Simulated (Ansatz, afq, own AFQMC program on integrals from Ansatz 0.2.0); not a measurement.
Integrals from Ansatz 0.2.0, then the random walk in our own AFQMC program (afq).

```yaml
crystal:
  periodic: [false, false, false]
  atoms:
    - {symbol: Si, position_ang: [0.000000, -0.087319, 0.556975]}
    - {symbol: C, position_ang: [0.000000, 0.089826, -1.138378]}
    - {symbol: H, position_ang: [0.000000, 1.100024, 1.467775]}
    - {symbol: H, position_ang: [0.000000, -0.786544, -1.781856]}
    - {symbol: H, position_ang: [0.000000, 1.049239, -1.640604]}
basis:
  gaussian: {orbitals: cc-pVDZ}
magnetization: {spin_polarized: false, initial_magnetization: 1}
correlation: {method: ccsd_t, electrons: outside_noble_gas, hamiltonian_folder: ham}
```

```sh
$ ansatz run in.yaml --threads 1 --pin off --events-out ev --progress --plain --max-ram 1382MiB
```

Options of the walk:

```
--method phaseless --trial cisd --walkers 60 --populations 1 --least-time 40 --time-step 0.005 --steps-per-block 50 --equilibration-blocks 40 --max-blocks 300 --target-error 0.0008 --factor-cut 1e-05 --start spin_pure --seed 8890 --release-times 0.24,0.51,0.99,1.62,2.4 --release-step 0.03 --release-every 4 --taylor-order 6
```

Times are imaginary, in 1/Eh. The walk had a cap of 1706 s.

```
orbitals 41  electrons 6 5  factors 323 of 445
reference energy -328.43846056 Eh
CCSD correlation -0.25440893 Eh in 14 cycles, weight of the determinant in the CISD state 0.8603
energy of the start -328.692869 Eh
 block  time / (1/Eh)  mean weight  energy / Eh
     1     0.250  0.9995  -328.689496
     2     0.500  0.9968  -328.696320
     3     0.750  0.9974  -328.697332
     4     1.000  0.9991  -328.698190
     5     1.250  1.0002  -328.698424
    10     2.500  0.9997  -328.701399
    31     7.750  0.9990  -328.700007
    51    12.750  1.0003  -328.719819
    56    14.000  1.0015  -328.697540
    81    20.250  1.0007  -328.708820
   106    26.500  1.0019  -328.703261
   116    29.000  1.0002  -328.695569
   131    32.750  0.9990  -328.700665
   156    39.000  1.0010  -328.706088
   181    45.250  0.9996  -328.712372
   206    51.500  0.9995  -328.701255
   226    56.500  0.9994  -328.708346
blocks merged  error / Eh  count
     1  0.000424  190
     2  0.000530  95
     4  0.000686  47
     8  0.000761  23
    16  0.000902  11
released: time / (1/Eh)  energy / Eh  error  mean overlap
  0.24  -328.704200  0.000925  0.9988
  0.51  -328.704571  0.000767  0.9909
  0.99  -328.704066  0.000618  0.9912
  1.62  -328.704327  0.000688  0.9992
  2.40  -328.703200  0.000745  1.0394
energy -328.703959 +/- 0.000761 Eh
(rows thinned)
```

(1) Estimate how long the walk took on 1 thread of Arm Neoverse V2 (shared host).

The run passed its tests (sampling time, drift between the halves within three errors, error under three times the target), which doesn't prove that it has relaxed.

Against this walk (error 20.7 meV) on the same determinant: CCSD(T) 31.4 meV higher (within the noise). The error is statistical and leaves out the bias of the constraint. None of these is a sure reference here. Released to 2.40 1/Eh the energy moves by 21 ± 29 meV (both errors), within twice the noise.

Cautions: constraint bias not in the error; higher spins were not checked; a spin-contaminated unrestricted determinant lies lower (UHF 317 meV lower, ⟨S²⟩ 1.19).

## Answers

(1) 6.6 min of wall time.

A walk keeps the symmetry of its determinant, which the program's search chose and which needn't be the lowest solution, so a lower state of the same spin and another symmetry isn't excluded.
